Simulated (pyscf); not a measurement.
PySCF, gas phase, ωB97X-D3(BJ)/def2-SVP geometries. MP2 and CC: frozen core, UHF for open shells. ΔMP2 is the change of the MP2 total energy from the triple- to the quadruple-zeta basis.

### Question
PBE/def2-TZVP puts the barrier of dichlorosilylene (Cl–Si:–Cl) [singlet] + ammonia (NH₃) → hydrogen chloride (HCl) + H₂N–Si:–Cl [singlet] (four-centre exchange; singlet surface; Cl–Si, H–N broken, Cl–H, N–Si formed) at 24.6 kJ/mol and the reaction energy at +21.2 kJ/mol, from the separated reactants. What do r²SCAN/def2-TZVP, M06-2X/def2-TZVP, CCSD(T)/def2-TZVPP + ΔMP2(QZVPP) give on the same structures?

### Answer
r²SCAN: ΔE‡ = 24.7 kJ/mol, ΔE = +16.1 kJ/mol; M06-2X: ΔE‡ = 32.0 kJ/mol, ΔE = +12.8 kJ/mol; CCSD(T): ΔE‡ = 43.3 kJ/mol, ΔE = +12.9 kJ/mol. PBE's barrier matches one of them and lies within 18.8 kJ/mol of the others. Its reaction energy lies over all of them, by 5.0 to 8.4 kJ/mol. On the reactant side the descent ends in an adduct with a N–Si contact, 108.9 kJ/mol under the separated species and 141.5 kJ/mol under the saddle at ωB97X-D3(BJ)/def2-TZVP. What is counted as formed (N–Si) is already present as a longer contact in the reactant adduct; forming that adduct is a step of its own. At ωB97X-D3(BJ)/def2-TZVP the barrier from the zero used here is 32.6 kJ/mol. This is the saddle that the search found; another between the same sides may lie lower. The CCSD(T) − MP2 part came from Ansatz, without density fitting, on the same reference.
